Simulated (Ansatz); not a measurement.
Reaction (SMILES): F atom → [F-] (an electron is taken up)
B3LYP-D3(BJ)/def2-TZVP geometries, fixed; electronic energies without zero-point terms; positive where energy is released.

Basis-set convergence of the adiabatic electron affinity at CCSD(T) with Ansatz (a quantum-chemistry and plane-wave program). Cartesian d functions, on some or all atoms, in 6-31G**, 6-31+G*; all else is spherical. Cores are frozen. Open shells are unrestricted. No added dispersion term, no relativity. Functions are those of the species that has most. Reference: Hartree-Fock in aug-cc-pV5Z plus the correlation part extrapolated as X^-3 from aug-cc-pVQZ and aug-cc-pV5Z, 3.425 eV, itself unsure by roughly 0.011 eV (a third of the extrapolation step and of the last Hartree-Fock step).

| basis | functions | adiabatic electron affinity (eV) |
|---|---|---|
| pcseg-0 | 9 | -0.146 |
| cc-pVDZ | 14 | (withheld) |
| def2-SVP | 14 | (withheld) |
| pcseg-1 | 14 | 1.777 |
| 6-31G** | 15 | 0.864 |
| 6-31+G* | 19 | 3.082 |
| aug-cc-pVDZ | 23 | 3.226 |
| aug-pcseg-1 | 23 | (withheld) |
| cc-pVTZ | 30 | 2.123 |
| def2-QZVPP | 57 | 3.071 |
| aug-cc-pVQZ | 80 | 3.379 |
| aug-pcseg-3 | 85 | (withheld) |
| pcseg-4 | 101 | 3.355 |

**Question.** Complete the blanks.

**Answer.** 
- cc-pVDZ, adiabatic electron affinity (eV): 0.840
- def2-SVP, adiabatic electron affinity (eV): 1.060
- aug-pcseg-1, adiabatic electron affinity (eV): 3.311
- aug-pcseg-3, adiabatic electron affinity (eV): 3.362
